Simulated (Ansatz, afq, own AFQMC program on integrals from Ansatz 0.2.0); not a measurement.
**Ge2H2, triplet in cc-pVDZ, levels against CCSDT(Q)**

```xyz
4

Ge    0.0000   -0.3916    1.1441
Ge    0.0000    0.3882   -1.1327
H     0.0000    1.1894    1.1636
H     0.0000   -0.9442   -1.9839
```

Connectivity, by distances: GeH–GeH.

Basis cc-pVDZ. Noble-gas cores (and the filled d shells of Ga–Kr and In–Xe) are frozen. Integrals, coupled cluster, full CI and functionals: Ansatz 0.2.0; the random walks run on the same integrals in our own AFQMC program. ph-AFQMC/CISD is guided by a CISD state made of CCSD amplitudes; releasing the constraint for a short imaginary time cuts its bias at the price of noise, slowly where states lie close. Error bars are statistical, one sigma. No spin–orbit coupling.

Determinant: ROHF, the one that the program's search chose, which needn't be the lowest solution. The geometry is a point of a scan.

No full CI on the walks' own integrals is used here; CCSDT(Q) serves as the reference and is uncertain by about the last step of the cluster series.

Cautions: no relativity below Rb; no spin-orbit coupling; inner d shell frozen; lower spins were not checked; higher spins were not checked; raised T1 diagnostic (T1 0.044, weight of the determinant 0.83, largest double 0.08).

- T1 diagnostic: 0.0442
- weight of the determinant in the CISD state: 0.832
- size of the correlated space: 10 electrons in 36 orbitals

Reference: CCSDT(Q), correlation energy -5.413 eV. The released energy is read at 2.40 1/Eh (meV from the phaseless value at times in 1/Eh: -11 ± 10 at 0.24, -9 ± 14 at 0.51, -9 ± 8 at 0.99, -16 ± 12 at 1.62, -3 ± 14 at 2.40).

| level | E − E(reference) (kJ/mol) | share of correlation (%) |
| --- | --- | --- |
| HF | 522.3 | 0.00 |
| MP2 | 119.9 | 77.04 |
| CCSD | 25.1 | 95.19 |
| CCSD(T) | 5.8 | 98.90 |
| CCSDT | 1.3 | 99.74 |
| ph-AFQMC/HF | 16.2 ± 3.6 | 96.89 |
| ph-AFQMC/CISD | 2.3 ± 1.2 | 99.55 |
| released AFQMC | 2.0 ± 1.3 | 99.61 |

A walk keeps the symmetry of its determinant, which the program's search chose and which needn't be the lowest solution, so a lower state of the same spin and another symmetry isn't excluded. Released energies are given only where the last usable release times agree within the noise; a slower fall can still hide under it.
